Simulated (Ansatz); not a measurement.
**Match the barriers**

Saddle point of CH$_{7}$BS, singlet (BH₃S ([BH2][SH]) + CH₄ → CH₅B ([BH2][CH3]) + H₂S (still joined by a long B–S bond); bonds formed: B1–C6, S2–H5; bonds broken: H5–C6; bonds weakened to dative contacts: B1–S2), PBE0-D4/def2-TZVP structure:

```
10
angstrom
B -0.4239 -0.4158 -0.5688
S -0.8362 1.5235 -1.0372
H 0.3014 -0.8616 -1.4043
H -1.5103 -0.8770 -0.3800
H -0.1359 0.7109 0.1754
C 0.4206 -0.3979 0.9456
H 0.3720 1.8471 -1.5272
H 0.4563 -1.4853 1.0392
H -0.0908 -0.0169 1.8333
H 1.4468 -0.0271 0.9241
```

Ansatz 0.2.0; basis: def2-TZVPP, with def2-QZVPP for the basis limit; cores frozen in the correlated methods. Extrapolation: Hartree–Fock as exp(−7.88 √X), correlation as X^−2.97. Four methods, as single points on the PBE0-D4 structures, gave these electronic barriers from the start structure: 129.8, 143.3, 160.7, 257.5 kJ/mol.

The methods were, in alphabetical order, HF, MP2, PBE-D4, PBE0-D4. Which gave which? (Judge from chemistry; the calculation decides.)

Computed: PBE-D4 129.8; PBE0-D4 143.3; MP2 160.7; HF 257.5 kJ/mol. For comparison, CCSD(T) at an estimated basis limit (MP2 extrapolated from triple and quadruple zeta, plus CCSD(T) − MP2 in triple zeta) gives 170.0 kJ/mol.

The T1 diagnostic stays at or below 0.013.

Labels in which every atom is bracketed show which atoms are joined, not bond orders.

For scale, one of the runs: CCSD(T)/def2-TZVPP, 202 basis functions, launched by `ansatz run in.yaml --threads 2 --pin off --events-out ev --progress --plain --max-ram 4352MiB`. Time: 38 s of wall clock on 2 CPU threads of an Intel Xeon Platinum 8259CL; the host was shared. Peak host memory: 2.5 GiB.
